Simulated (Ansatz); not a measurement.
Cartesian coordinates in Å:
```
Al 1.578 1.003 0.009
O 0.168 0.088 -0.004
Si -1.210 -0.771 -0.008
H 2.521 0.927 -1.254
H 1.878 1.884 1.285
H -0.970 -2.115 0.581
H -1.709 -0.939 -1.399
H -2.255 -0.076 0.790
```

Charge 0, multiplicity 1.

**Question.** List the r2SCAN/def2-TZVPP orbital energies in eV (the Gaussian-basis code of Ansatz). (Estimate.)

**Answer.** Ansatz gave: Occupied: -1791.35, -1517.29, -515.57, -141.72, -110.79, -96.61, -96.56, -96.56, -71.16, -70.93, -70.87, -25.51, -14.12, -11.37, -9.75, -9.72, -9.39, -8.07, -7.81, -7.23. Lowest empty: -1.58, -0.44, 0.88, 1.27, 1.56, 1.58, 1.90, 2.88.
